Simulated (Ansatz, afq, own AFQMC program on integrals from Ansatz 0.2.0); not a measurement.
## F⁻, singlet in aug-cc-pVDZ, levels against full CI

A free F anion.

Basis aug-cc-pVDZ. Noble-gas cores (and the filled d shells of Ga–Kr and In–Xe) are frozen. Integrals, coupled cluster, full CI and functionals: Ansatz 0.2.0; the random walks run on the same integrals in our own AFQMC program. The CISD trial takes its coefficients from CCSD amplitudes. Released means that phaseless walkers are propagated on without the constraint, phases kept. ± is one standard error of the sampling.

Determinant: RHF, the one that the program's search chose, which needn't be the lowest solution.

Full CI on the same integrals is exact in this basis and with this determinant's frozen core.

Cautions: raised T1 diagnostic (T1 0.023, weight of the determinant 0.94, largest double 0.04).

```
T1 diagnostic                               : 0.0232
weight of the determinant in the CISD state : 0.938
size of the correlated space                : 8 electrons in 22 orbitals
```

```csv
level,correlation energy (eV)
MP2,-6.4672
CCSD,-6.3785
CCSD(T),-6.5402
```

**Question.** Estimate where full CI lies against CCSD(T) on the same integrals.

**Answer.** 0.74 mEh below CCSD(T).

Reference: full CI, correlation energy -6.560 eV. The released energy is read at 2.40 1/Eh (meV from the phaseless value at times in 1/Eh: 4 ± 3 at 0.24, -1 ± 3 at 0.51, 5 ± 3 at 0.99, 11 ± 3 at 1.62, 4 ± 3 at 2.40).

```
         level  E − E(reference) (mEh)  share of correlation (%)
       CCSD(T)                    0.74                     99.70
         CCSDT                    0.40                     99.84
      CCSDT(Q)                   -0.13                    100.05
        CCSDTQ                   -0.05                    100.02
 ph-AFQMC/CISD            -0.38 ± 0.15                    100.16
released AFQMC            -0.24 ± 0.12                    100.10
```

CCSDT and higher add their correlation energy to the determinant of the CCSD(T) run, since their own runs factorise the integrals more tightly (a shift of under 2 meV). A walk keeps the symmetry of its determinant, which the program's search chose and which needn't be the lowest solution, so a lower state of the same spin and another symmetry isn't excluded. Released energies are given only where the last usable release times agree within the noise; a slower fall can still hide under it.
